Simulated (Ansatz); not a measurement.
# B₂ (singlet): SPW92, PBE over a scan of the distance B1–B2, cc-pVTZ, part 2 of 2

Ansatz 0.2.0, Gaussian basis; cc-pVTZ, all electrons in the functionals.

### 18 PBE, 2.265 Å

Input file in.yaml:

```yaml
crystal:
  periodic: [false, false, false]
  atoms:
    - {symbol: B, position_ang: [0.000000, 0.000000, 0.000000]}
    - {symbol: B, position_ang: [0.000000, 0.000000, 2.265000]}
basis:
  gaussian: {orbitals: cc-pVTZ}
magnetization: {spin_polarized: true, initial_magnetization: 0}
hamiltonian: {xc: {name: PBE}}
output: {orbitals: {seedname: orbitals}}
```

The run is started by

```bash
$ ansatz run in.yaml --threads 1 --pin off --events-out ev --progress --plain --max-ram 4096MiB --backend cpu
```

The log of the run (excerpt; [...] marks lines left out):

```text
Functional definition: PBE
  name "PBE"
  cite "Perdew, Burke & Ernzerhof, Phys. Rev. Lett. 77, 3865 (1996) doi:10.1103/PhysRevLett.77.3865"
  parent pbe
[...]
424 factors; their error is unknown
[...]
mean field -1341.39965500 eV, -49.2955280878 hartree, gradient 3.3e-6 eV, S^2 1.015475; 17 other end points of the search recorded, 0 dependent functions left out
reference -1341.39968448 eV, -49.2955291713 hartree; 5, 5 occupied and 55, 55 virtual orbitals, 424 factors
Total energy: -1341.39968448 eV, -49.2955291713 hartree
```

It took 4.2 s on 1 thread of AMD EPYC 7R13, shared host.

From the report: ⟨S²⟩ of the determinant 1.015 (pure singlet: 0.00). The determinant is far from a pure spin state, so its energy mixes those of several spin states (harmless only where they are near-degenerate, as at dissociation).

From 1.641 Å: +110.7 kJ/mol.

### 19 PBE, 2.684 Å

Changes to in.yaml since step 18:

```diff
@@ -4,3 +4,3 @@
     - {symbol: B, position_ang: [0.000000, 0.000000, 0.000000]}
-    - {symbol: B, position_ang: [0.000000, 0.000000, 2.265000]}
+    - {symbol: B, position_ang: [0.000000, 0.000000, 2.684000]}
 basis:
```

Launched as before.

The log of the run (excerpt; [...] marks lines left out):

```text
Functional definition: PBE
  name "PBE"
  cite "Perdew, Burke & Ernzerhof, Phys. Rev. Lett. 77, 3865 (1996) doi:10.1103/PhysRevLett.77.3865"
  parent pbe
[...]
424 factors; their error is unknown
[...]
mean field -1340.70033069 eV, -49.2698283935 hartree, gradient 8.5e-6 eV, S^2 0.931097; 21 other end points of the search recorded, 0 dependent functions left out
reference -1340.70036151 eV, -49.2698295261 hartree; 5, 5 occupied and 55, 55 virtual orbitals, 424 factors
Total energy: -1340.70036151 eV, -49.2698295261 hartree
```

It took 5 s on 1 thread of AMD EPYC 7R13, shared host.

From the report: ⟨S²⟩ of the determinant 0.931 (pure singlet: 0.00). The determinant is far from a pure spin state, so its energy mixes those of several spin states (harmless only where they are near-degenerate, as at dissociation).

From 1.641 Å: +178.2 kJ/mol.

### 20 PBE, 3.031 Å

Changes to in.yaml since step 19:

```diff
@@ -4,3 +4,3 @@
     - {symbol: B, position_ang: [0.000000, 0.000000, 0.000000]}
-    - {symbol: B, position_ang: [0.000000, 0.000000, 2.684000]}
+    - {symbol: B, position_ang: [0.000000, 0.000000, 3.031000]}
 basis:
```

The command is unchanged.

The log of the run (excerpt; [...] marks lines left out):

```text
Functional definition: PBE
  name "PBE"
  cite "Perdew, Burke & Ernzerhof, Phys. Rev. Lett. 77, 3865 (1996) doi:10.1103/PhysRevLett.77.3865"
  parent pbe
[...]
424 factors; their error is unknown
[...]
mean field -1340.23230110 eV, -49.2526286233 hartree, gradient 3.7e-6 eV, S^2 0.908364; 26 other end points of the search recorded, 0 dependent functions left out
reference -1340.23233267 eV, -49.2526297835 hartree; 5, 5 occupied and 55, 55 virtual orbitals, 424 factors
Total energy: -1340.23233267 eV, -49.2526297835 hartree
```

Wall time 6.5 s (1 thread of AMD EPYC 7R13, shared host).

From the report: ⟨S²⟩ of the determinant 0.908 (pure singlet: 0.00). The determinant is far from a pure spin state, so its energy mixes those of several spin states (harmless only where they are near-degenerate, as at dissociation).

From 1.641 Å: +223.4 kJ/mol.

### 21 PBE, 3.555 Å

Changes to in.yaml since step 20:

```diff
@@ -4,3 +4,3 @@
     - {symbol: B, position_ang: [0.000000, 0.000000, 0.000000]}
-    - {symbol: B, position_ang: [0.000000, 0.000000, 3.031000]}
+    - {symbol: B, position_ang: [0.000000, 0.000000, 3.555000]}
 basis:
```

The command is unchanged.

The log of the run (excerpt; [...] marks lines left out):

```text
Functional definition: PBE
  name "PBE"
  cite "Perdew, Burke & Ernzerhof, Phys. Rev. Lett. 77, 3865 (1996) doi:10.1103/PhysRevLett.77.3865"
  parent pbe
[...]
424 factors; their error is unknown
[...]
mean field -1339.71785601 eV, -49.2337231148 hartree, gradient 2.0e-6 eV, S^2 0.932586; 24 other end points of the search recorded, 0 dependent functions left out
reference -1339.71788931 eV, -49.2337243387 hartree; 5, 5 occupied and 55, 55 virtual orbitals, 424 factors
Total energy: -1339.71788931 eV, -49.2337243387 hartree
```

It took 6.5 s on 1 thread of AMD EPYC 7R13, shared host.

From the report: ⟨S²⟩ of the determinant 0.933 (pure singlet: 0.00). The determinant is far from a pure spin state, so its energy mixes those of several spin states (harmless only where they are near-degenerate, as at dissociation).

From 1.641 Å: +273.0 kJ/mol.

### 22 PBE, 4.336 Å

Changes to in.yaml since step 21:

```diff
@@ -4,3 +4,3 @@
     - {symbol: B, position_ang: [0.000000, 0.000000, 0.000000]}
-    - {symbol: B, position_ang: [0.000000, 0.000000, 3.555000]}
+    - {symbol: B, position_ang: [0.000000, 0.000000, 4.336000]}
 basis:
```

Same command.

The log of the run (excerpt; [...] marks lines left out):

```text
Functional definition: PBE
  name "PBE"
  cite "Perdew, Burke & Ernzerhof, Phys. Rev. Lett. 77, 3865 (1996) doi:10.1103/PhysRevLett.77.3865"
  parent pbe
[...]
424 factors; their error is unknown
[...]
mean field -1339.41542967 eV, -49.2226091519 hartree, gradient 8.7e-6 eV, S^2 0.988478; 31 other end points of the search recorded, 0 dependent functions left out
reference -1339.41546579 eV, -49.2226104794 hartree; 5, 5 occupied and 55, 55 virtual orbitals, 424 factors
Total energy: -1339.41546579 eV, -49.2226104794 hartree
```

Wall time 13 s (1 thread of AMD EPYC 7R13, shared host).

From the report: ⟨S²⟩ of the determinant 0.988 (pure singlet: 0.00). The determinant is far from a pure spin state, so its energy mixes those of several spin states (harmless only where they are near-degenerate, as at dissociation).

From 1.641 Å: +302.2 kJ/mol.

### 23 PBE, 5.481 Å

Changes to in.yaml since step 22:

```diff
@@ -4,3 +4,3 @@
     - {symbol: B, position_ang: [0.000000, 0.000000, 0.000000]}
-    - {symbol: B, position_ang: [0.000000, 0.000000, 4.336000]}
+    - {symbol: B, position_ang: [0.000000, 0.000000, 5.481000]}
 basis:
```

Launched as before.

The log of the run (excerpt; [...] marks lines left out):

```text
Functional definition: PBE
  name "PBE"
  cite "Perdew, Burke & Ernzerhof, Phys. Rev. Lett. 77, 3865 (1996) doi:10.1103/PhysRevLett.77.3865"
  parent pbe
[...]
424 factors; their error is unknown
[...]
mean field -1339.34914448 eV, -49.2201732161 hartree, gradient 2.8e-6 eV, S^2 1.006337; 38 other end points of the search recorded, 0 dependent functions left out
reference -1339.34918559 eV, -49.2201747271 hartree; 5, 5 occupied and 55, 55 virtual orbitals, 424 factors
Total energy: -1339.34918559 eV, -49.2201747271 hartree
```

It took 19 s on 1 thread of AMD EPYC 7R13, shared host.

From the report: ⟨S²⟩ of the determinant 1.006 (pure singlet: 0.00). The determinant is far from a pure spin state, so its energy mixes those of several spin states (harmless only where they are near-degenerate, as at dissociation).

From 1.641 Å: +308.6 kJ/mol.

### 24 The comparison

The yardstick is full CI for this spin, exact in this basis with these frozen cores. It and the other wave-function rows come from earlier runs at the same points. Energies in kJ/mol, counted from 1.641 Å; blanks weren't run or aren't comparable.

```csv
level,1.315 Å,1.507 Å,1.641 Å,1.792 Å,1.981 Å,2.265 Å,2.684 Å,3.031 Å,3.555 Å,4.336 Å,5.481 Å
FCI,159.7,15.8,0.0,19.9,55.8,85.1,134.6,167.0,195.7,210.0,212.4
SPW92,132.1,7.7,0.0,,,,191.2,237.8,290.7,327.5,337.3
PBE,131.9,6.7,0.0,,,,178.2,223.4,273.0,302.2,308.6
UHF,102.6,-7.0,0.0,,,,185.8,196.0,197.9,198.1,198.7
RMP2,173.4,18.2,0.0,20.9,44.7,74.2,138.5,189.4,249.9,295.8,
UMP2,106.8,-7.2,0.0,,,,186.7,219.9,203.9,206.4,207.8
RCCSD,165.5,18.5,0.0,16.1,12.4,39.3,94.1,133.7,174.6,202.6,
RCCSD(T),161.4,17.0,0.0,17.6,44.3,69.7,119.5,152.2,178.4,180.3,
UCCSD(T),126.8,5.2,0.0,,,,147.6,178.0,213.8,218.1,219.5
RCCSDT(Q),156.8,14.6,0.0,20.9,52.0,79.9,129.2,161.4,189.9,203.9,
CASSCF valence,172.2,19.8,0.0,17.0,,54.9,104.7,136.9,164.5,,188.9
NEVPT2 valence,163.7,17.3,0.0,18.4,,97.9,144.9,175.3,200.1,,212.1
MRCISD+Q valence,159.3,15.7,0.0,19.8,,92.5,141.2,172.2,197.8,,209.9
```

Largest miss and mean time a point (FCI took 74 s a point; shared hosts):

```csv
level,largest miss (kJ/mol),where,time a point
SPW92,+124.9,5.481 Å,3.2 s
PBE,+96.1,5.481 Å,7.6 s
UHF,-57.0,1.315 Å,
RMP2,+85.8,4.336 Å,
UMP2,+52.9,3.031 Å,
RCCSD,-45.8,2.265 Å,
RCCSD(T),-29.7,4.336 Å,2.6 s
UCCSD(T),-32.9,1.315 Å,15 s
RCCSDT(Q),-6.0,4.336 Å,13 s
CASSCF valence,-31.1,3.555 Å,
NEVPT2 valence,+12.8,2.265 Å,1.4 s
MRCISD+Q valence,+7.4,2.265 Å,7.1 s
```

### 25 Results

What follows sums up all 2 parts.

| quantity | value |
| --- | --- |
| span of the FCI curve | 212.4 kJ/mol |
| largest miss, SPW92 | +124.9 kJ/mol (5.481 Å) |
| largest miss, PBE | +96.1 kJ/mol (5.481 Å) |
| largest miss, RCCSD(T) | -29.7 kJ/mol (4.336 Å) |
| largest miss, UCCSD(T) | -32.9 kJ/mol (1.315 Å) |

What this shows: Of the functionals, PBE keep the smallest largest miss at the points compared (at most 96.1 kJ/mol) and SPW92 strays most (124.9 kJ/mol, at 5.481 Å). SPW92, PBE clearly break the spin symmetry at some points (⟨S²⟩ up to 1.77 above the pure value), so energy there is bought with a mixed spin. Functionals and the yardstick converge differently with the basis, so part of each miss in cc-pVTZ is the basis.
